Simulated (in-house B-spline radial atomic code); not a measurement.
Values are calculated unless marked as measured or tabulated.
# F ion on Si atom: potential, deflection and energy transfer

The pair potential comes from two frozen, spherical free-atom densities (PBE, B-spline radial code, scalar-relativistic past argon): electrostatics plus the change in Thomas-Fermi kinetic and Dirac exchange energy where they overlap, the recipe behind the universal ZBL potential, which averages such potentials (from solid-state densities) over many pairs. It is written V = (Z1 Z2 e²/r) φ(r/a), with e² = 14.3996 eV·Å and a = 0.46850 Å/(Z1^0.23 + Z2^0.23); ZBL's fit is φ = 0.18175 e^(−3.1998x) + 0.50986 e^(−0.94229x) + 0.28022 e^(−0.4029x) + 0.02817 e^(−0.20162x). Where φ falls below 4e-4 it is continued as an exponential.

Masses 19.0 and 28.09 u.

```json
{"x = r/a": "0.1", "φ, this pair": "0.9051", "φ, ZBL": "0.8928"}
{"x = r/a": "0.5", "φ, this pair": "0.6429", "φ, ZBL": "0.6096"}
{"x = r/a": "1.5", "φ, this pair": "0.3296", "φ, ZBL": "0.2995"}
{"x = r/a": "3", "φ, this pair": "0.1447", "φ, ZBL": "0.1292"}
{"x = r/a": "5", "φ, this pair": "0.0588", "φ, ZBL": "0.05224"}
{"x = r/a": "8", "φ, this pair": "0.01652", "φ, ZBL": "0.01705"}
{"x = r/a": "12", "φ, this pair": "0.00478", "φ, ZBL": "0.00474"}
{"x = r/a": "17", "φ, this pair": "0.001138", "φ, ZBL": "0.001212"}
```

At x = 2 the electrostatic, kinetic and exchange parts are 800.67, 939.84 and -75.33 eV. Find r, V and φ.

a = 0.46850/(1.6576 + 1.8349) = 0.13415 Å, so r = 0.26829 Å. V = 800.67 + 939.84 + (-75.33) = 1665.18 eV. The bare repulsion is 9 × 14 × 14.3996/0.26829 = 6762.6 eV, so φ = 0.2462, +11.0 % against ZBL's 0.2218. The kinetic (Pauli) term is 56 % of V here.

The ion comes in at 22.67 keV with impact parameter 0.0671 Å. The scattering integral gives a centre-of-mass angle of 65.53° and a closest approach of 0.8168 a. What are the reduced energy, the energy passed on and the laboratory angles?

ε = E a M2/(Z1 Z2 e² (M1 + M2)) = 22670 × 4.4104e-05 = 1. The most that one collision can pass on is γE with γ = 4 M1 M2/(M1 + M2)² = 0.9627. Here T = γE sin²(θ/2) = 0.9627 × 22670 × 0.2929 = 6393 eV. The ion turns by arctan(sin θ/(cos θ + M1/M2)) = 39.8°, and the struck atom leaves at (180° − θ)/2 = 57.2°. The closest approach is 0.110 Å. With ZBL the angle would be 63.04° and T = 5966 eV.
